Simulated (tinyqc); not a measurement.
Inside a calculation (part 3 of 3). Method: RHF in the sto-3g basis, for CH3+, spin multiplicity 1. Computed by tinyqc, a small Python program that keeps every step (integrals from PySCF). Command: `OMP_NUM_THREADS=1 python tinyqc.py 20170 20171 out.jsonl` (the two numbers bound the seeds that draw the settings). One thread of a shared host (Intel(R) Xeon(R) Processor @ 2.60GHz), about 0.09 s of CPU time with the checks.

Geometry (angstrom):

| atom | x | y | z |
|---|---|---|---|
| C | 0.000000 | 0.000000 | 0.061000 |
| H | 1.327000 | 0.000000 | 0.000000 |
| H | -0.663000 | 1.149000 | 0.000000 |
| H | -0.663000 | -1.149000 | 0.000000 |

## Iteration 14 (converged): orbitals

converged F (hartree):
```
             1C 1s      1C 2s     1C 2px     1C 2py     1C 2pz      2H 1s      3H 1s      4H 1s
1C 1s   -11.528155  -3.081790   0.000003   0.000000  -0.000738  -0.455699  -0.456145  -0.456145
1C 2s    -3.081790  -1.835284   0.000043   0.000000   0.012288  -0.647593  -0.647995  -0.647995
1C 2px    0.000003   0.000043  -0.621987   0.000000  -0.000009  -0.515484   0.257739   0.257739
1C 2py    0.000000   0.000000   0.000000  -0.622144   0.000000   0.000000  -0.446633   0.446633
1C 2pz   -0.000738   0.012288  -0.000009   0.000000  -0.180352   0.018163   0.018181   0.018181
2H 1s    -0.455699  -0.647593  -0.515484   0.000000   0.018163  -0.604241  -0.120839  -0.120839
3H 1s    -0.456145  -0.647995   0.257739  -0.446633   0.018181  -0.120839  -0.604514  -0.120844
4H 1s    -0.456145  -0.647995   0.257739   0.446633   0.018181  -0.120839  -0.120844  -0.604514
```

X:
```
            1C 1s      1C 2s     1C 2px     1C 2py     1C 2pz      2H 1s      3H 1s      4H 1s
1C 1s    1.027180  -0.151452   0.000004   0.000000   0.001029   0.021278   0.021288   0.021288
1C 2s   -0.151452   1.216211  -0.000057   0.000000  -0.008926  -0.219946  -0.220129  -0.220129
1C 2px   0.000004  -0.000057   1.102929   0.000000   0.000003  -0.234709   0.117382   0.117382
1C 2py   0.000000   0.000000   0.000000   1.103072   0.000000   0.000000  -0.203438   0.203438
1C 2pz   0.001029  -0.008926   0.000003   0.000000   1.000415   0.010268   0.010279   0.010279
2H 1s    0.021278  -0.219946  -0.234709   0.000000   0.010268   1.131714  -0.015718  -0.015718
3H 1s    0.021288  -0.220129   0.117382  -0.203438   0.010279  -0.015718   1.131886  -0.015737
4H 1s    0.021288  -0.220129   0.117382   0.203438   0.010279  -0.015718  -0.015737   1.131886
```

Diagonalise F' = X^T F X, C = X C', fill 4 alpha and 4 beta electrons from the bottom; D = 2 C_occ C_occ^T. Each column has its largest component positive (the first on a tie).

F' = X^T F X (hartree):
```
            1          2          3          4          5          6          7          8
1  -11.295026  -1.578740   0.000003   0.000000   0.000792  -0.025339  -0.025442  -0.025442
2   -1.578740  -1.017602  -0.000040   0.000000  -0.001567  -0.327941  -0.328160  -0.328160
3    0.000003  -0.000040  -0.396220   0.000000  -0.000003  -0.403733   0.201877   0.201877
4    0.000000   0.000000   0.000000  -0.396130   0.000000   0.000000  -0.349831   0.349831
5    0.000792  -0.001567  -0.000003   0.000000  -0.179644   0.013229   0.013244   0.013244
6   -0.025339  -0.327941  -0.403733   0.000000   0.013229  -0.294992  -0.023488  -0.023488
7   -0.025442  -0.328160   0.201877  -0.349831   0.013244  -0.023488  -0.294938  -0.023531
8   -0.025442  -0.328160   0.201877   0.349831   0.013244  -0.023488  -0.023531  -0.294938
```

orbital energies (hartree): MO1 -11.533538, MO2 -1.158050, MO3 -0.832420, MO4 -0.832255, MO5 -0.181323, MO6 0.038677, MO7 0.164535, MO8 0.164883

coefficients C:
```
              MO1        MO2        MO3        MO4        MO5        MO6        MO7        MO8
1C 1s    0.993483  -0.236162   0.000000  -0.000036  -0.019047  -0.190401   0.000166   0.000000
1C 2s    0.027173   0.798862   0.000000   0.000177   0.091673   1.000076  -0.000973   0.000000
1C 2px  -0.000001  -0.000080  -0.000044   0.637104  -0.000001   0.000682   0.945091   0.000032
1C 2py   0.000000   0.000000   0.637034   0.000044   0.000000   0.000000  -0.000032   0.945373
1C 2pz  -0.000180  -0.009186   0.000001   0.000010   0.994447  -0.110537   0.000085   0.000000
2H 1s   -0.004478   0.174366  -0.000031   0.443665  -0.046724  -0.648550  -0.857456  -0.000029
3H 1s   -0.004481   0.174516   0.384165  -0.221727  -0.046715  -0.647789   0.429526  -0.743177
4H 1s   -0.004481   0.174516  -0.384135  -0.221781  -0.046714  -0.647789   0.429475   0.743207
```

D after iteration 14:
```
            1C 1s      1C 2s     1C 2px     1C 2py     1C 2pz      2H 1s      3H 1s      4H 1s
1C 1s    2.085564  -0.323332  -0.000012   0.000000   0.003980  -0.091288  -0.091317  -0.091317
1C 2s   -0.323332   1.277838   0.000098   0.000000  -0.014686   0.278502   0.278507   0.278507
1C 2px  -0.000012   0.000098   0.811802   0.000000   0.000014   0.565294  -0.282588  -0.282588
1C 2py   0.000000   0.000000   0.000000   0.811625   0.000001   0.000000   0.489433  -0.489433
1C 2pz   0.003980  -0.014686   0.000014   0.000001   0.000169  -0.003193  -0.003208  -0.003209
2H 1s   -0.091288   0.278502   0.565294   0.000000  -0.003193   0.454525  -0.135870  -0.135870
3H 1s   -0.091317   0.278507  -0.282588   0.489433  -0.003208  -0.135870   0.454444  -0.135840
4H 1s   -0.091317   0.278507  -0.282588  -0.489433  -0.003209  -0.135870  -0.135840   0.454444
```

## Convergence

Stop when the energy changes by less than 1e-10 hartree and every element of the error matrix X^T (F D S - S D F) X is below 3e-06.

Course of the cycle:

| iteration | E (hartree) | change | largest element of the error matrix |
|---|---|---|---|
| 1 | -23.94704674 | - | 8.18e+00 |
| 2 | -38.02070417 | -1.41e+01 | 4.28e-01 |
| 3 | -38.60134657 | -5.81e-01 | 1.25e-01 |
| 4 | -38.66309029 | -6.17e-02 | 8.85e-02 |
| 5 | -38.69175434 | -2.87e-02 | 5.32e-02 |
| 6 | -38.70240843 | -1.07e-02 | 2.17e-02 |
| 7 | -38.70435347 | -1.95e-03 | 6.28e-03 |
| 8 | -38.70452714 | -1.74e-04 | 1.53e-03 |
| 9 | -38.70453708 | -9.94e-06 | 3.68e-04 |
| 10 | -38.70453763 | -5.47e-07 | 9.37e-05 |
| 11 | -38.70453766 | -3.23e-08 | 2.53e-05 |
| 12 | -38.70453767 | -2.57e-09 | 6.92e-06 |
| 13 | -38.70453767 | -2.46e-10 | 1.69e-06 |
| 14 | -38.70453767 | -1.56e-11 | 3.94e-07 |

PySCF RHF in the same basis = -38.70453767 hartree

Converged in 14 iterations.

## Populations, bond orders and dipole

overlap S:
```
           1C 1s     1C 2s     1C 2px     1C 2py     1C 2pz      2H 1s      3H 1s      4H 1s
1C 1s   1.000000  0.248362   0.000000   0.000000   0.000000   0.035929   0.035964   0.035964
1C 2s   0.248362  1.000000   0.000000   0.000000   0.000000   0.363383   0.363596   0.363596
1C 2px  0.000000  0.000000   1.000000   0.000000   0.000000   0.377479  -0.188744  -0.188744
1C 2py  0.000000  0.000000   0.000000   1.000000   0.000000   0.000000   0.327099  -0.327099
1C 2pz  0.000000  0.000000   0.000000   0.000000   1.000000  -0.017352  -0.017366  -0.017366
2H 1s   0.035929  0.363383   0.377479   0.000000  -0.017352   1.000000   0.071644   0.071644
3H 1s   0.035964  0.363596  -0.188744   0.327099  -0.017366   0.071644   1.000000   0.071630
4H 1s   0.035964  0.363596  -0.188744  -0.327099  -0.017366   0.071644   0.071630   1.000000
```

Mulliken: Z minus the diagonal of D S on the atom; Loewdin: the same with S^(1/2) D S^(1/2); Mayer order: 2 sum_s sum (D(s) S)_ij (D(s) S)_ji over the two atoms.

Charges (e):

| atom | Mulliken | Loewdin |
|---|---|---|
| 1C | 0.239312 | 0.381948 |
| 2H | 0.253579 | 0.206060 |
| 3H | 0.253555 | 0.205996 |
| 4H | 0.253555 | 0.205996 |

Mayer bond orders:

| pair | order |
|---|---|
| 2-1 | 0.906068 |
| 3-1 | 0.906074 |
| 3-2 | 0.014815 |
| 4-1 | 0.906074 |
| 4-2 | 0.014815 |
| 4-3 | 0.014821 |

dipole moment about the origin, x y z (debye): 0.001315  0.000000  0.150305
